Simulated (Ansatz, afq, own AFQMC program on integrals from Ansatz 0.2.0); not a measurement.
## CHSi, quartet: AFQMC among the cluster methods

```json
{"atom": "Si", "x (Å)": "0.0000", "y (Å)": "-0.0832", "z (Å)": "0.5272"}
{"atom": "C", "x (Å)": "0.0000", "y (Å)": "0.0762", "z (Å)": "-1.3058"}
{"atom": "H", "x (Å)": "0.0000", "y (Å)": "1.4109", "z (Å)": "0.8685"}
```

Connectivity, by distances: SiH–C.

Basis cc-pVDZ. Only valence electrons are correlated. Ansatz 0.2.0 and our own AFQMC program on the same integrals; the CISD trial comes from CCSD amplitudes, and released means the phaseless constraint is let go. Free AFQMC starts from the CCSD state and is never constrained. Its projection time is finite, and what remains of the start isn't in its error. ± is one standard error of the sampling.

Determinant: UHF, the one that the program's search chose, which needn't be the lowest solution. The geometry is a PBE0/def2-TZVP stationary point of this or a neighbouring charge and spin state.

No full CI on the walks' own integrals is used here; CCSDTQ serves as the reference and is uncertain by about the last step of the cluster series.

Cautions: another spin lies lower; an unrestricted solution with more broken spin lies lower (29 meV, ⟨S²⟩ 3.94); raised T1 diagnostic (T1 0.048, weight of the determinant 0.84, largest double 0.09); the ph-AFQMC/CISD walk drifts between its halves (2.5 errors); released walk and highest rung disagree (by 12 meV at 2.40 1/Eh).

The T1 diagnostic is 0.0477 and the weight of the determinant in the CISD state is 0.845. The ⟨S²⟩ of the determinant is 3.768 and the size of the correlated space is 9 electrons in 31 orbitals.

Reference: CCSDTQ, correlation energy -5.087 eV. The released energy is read at 2.40 1/Eh (meV from the phaseless value at times in 1/Eh: -7 ± 3 at 0.24, -11 ± 3 at 0.51, -11.8 ± 2.4 at 0.99, -16 ± 3 at 1.62, -16 ± 4 at 2.40).

| level | E − E(reference) (meV) | share of correlation (%) |
| --- | --- | --- |
| HF | 5087.3 | 0.00 |
| MP2 | 1323.5 | 73.98 |
| CCSD | 235.5 | 95.37 |
| CCSD(T) | 67.3 | 98.68 |
| CCSDT | 13.0 | 99.74 |
| CCSDT(Q) | 0.3 | 99.99 |
| ph-AFQMC/HF | 65.5 ± 23.0 | 98.71 |
| ph-AFQMC/CISD | 27.5 ± 3.3 | 99.46 |
| released AFQMC | 12.0 ± 3.6 | 99.76 |
| free AFQMC | 6.0 ± 5.0 | 99.88 |

CCSDT and higher add their correlation energy to the determinant of the CCSD(T) run, since their own runs factorise the integrals more tightly (a shift of under 2 meV). Free projections are given only where their last times agree within the noise and don't stop above the reference; a slow remainder of the start can still hide under it. A walk keeps the symmetry of its determinant, which the program's search chose and which needn't be the lowest solution, so a lower state of the same spin and another symmetry isn't excluded. Released energies are given only where the last usable release times agree within the noise; a slower fall can still hide under it.
